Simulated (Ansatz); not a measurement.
Predict the output of the script below (Ansatz 0.2.0, Python API).

Script `pa_alfh2s.py`:
```python
"""Proton affinity of AlFH2S at one site."""

import ansatz as az
import numpy as np

BASIS_SET = "6-31G*"
XC = "B3LYP"
NET_CHARGE = 1
FMAX = 0.01

GEOMETRY = """
F    -1.24950   -1.20760    1.26600
Al   -0.53950   -0.34410   -0.15640
S     1.66470    0.05160   -0.18180
H    -1.35940    0.12830   -1.39780
H     1.53360    1.29820    0.42850
"""


def main() -> None:
    mol = az.Crystal.molecule()
    for line in GEOMETRY.strip().splitlines():
        symbol, *xyz = line.split()
        mol = mol.atom(symbol, [float(v) for v in xyz])

    base = (
        mol.calculation()
        .basis(gaussian=BASIS_SET)
        .functional(XC)
        .accuracy("medium")
    )
    symbols = [site.symbol for site in mol.cartesian_sites]
    start = np.array([site.position_ang for site in mol.cartesian_sites], dtype=float)
    rep = base.relax(force_tolerance=0.01, max_steps=100).run(threads=1).report
    end = np.array(rep["positions_ang"])

    # put the proton on the side away from the neighbours, slightly off axis
    away = sum((end[2] - end[j]) / np.linalg.norm(end[2] - end[j]) for j in [1, 4]) + np.array([0.15, 0.1, -0.2])
    proton = end[2] + 1.4 * away / np.linalg.norm(away)
    acid = az.Crystal.molecule()
    for symbol, place in zip(symbols, end):
        acid = acid.atom(symbol, place.tolist())
    acid = acid.atom("H", proton.tolist())
    protonated = (
        acid.calculation()
        .basis(gaussian=BASIS_SET)
        .functional(XC)
        .accuracy("medium")
        .charge(NET_CHARGE)
        .relax(force_tolerance=FMAX, max_steps=80)
    )
    after = protonated.run(threads=1).report
    xyz = np.array(after["positions_ang"])
    reach = np.linalg.norm(xyz[:-1] - xyz[-1], axis=1)
    print(f"base {rep['free_energy_ev']:.5f} eV, protonated {after['free_energy_ev']:.5f} eV")
    print(f"the proton ends {reach.min():.3f} A from {symbols[reach.argmin()]}{reach.argmin()}")
    print(f"electronic proton affinity {23.060548 * (rep['free_energy_ev'] - after['free_energy_ev']):.1f} kcal/mol")


if __name__ == "__main__":
    main()
```

```console
$ python pa_alfh2s.py
base -20184.79115 eV, protonated -20192.56644 eV
the proton ends 1.354 A from S2
electronic proton affinity 179.3 kcal/mol
```

These settings explore the input space; basis and method may be short of convergence. The proton is put on one chosen atom, which needn't be the most basic site, so the molecule's proton affinity can be higher; the ends are stationary points, not checked by frequencies, and zero-point and thermal terms count only where printed. b3lyp holds the VWN-RPA fit, as in Gaussian; the form of ORCA and Turbomole is b3lyp5. The whole script took 58 s on 1 thread of Arm Neoverse V1, with other jobs on the host, peak memory 0.2 GiB.
